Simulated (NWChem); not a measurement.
# Extrapolating the CCSD correlation energy of B (+1)

```
B
```
Charge +1, spin multiplicity 1.

Program: NWChem.

The correlated methods keep 1 core orbital frozen. No row is a measurement; the coupled-cluster row has its own basis-set and correlation limits.

Worked example. The CCSD correlation energy is -59.77 mHa in cc-pVTZ and -60.95 mHa in cc-pVQZ. The form E(X) = E∞ + A/X³ turns the pair into an estimate of the basis-set limit.

E∞ = (4³·(-60.95) − 3³·(-59.77))/(4³ − 3³) = -61.8 mHa. The larger basis holds 99 % of that. This is a two-point estimate.
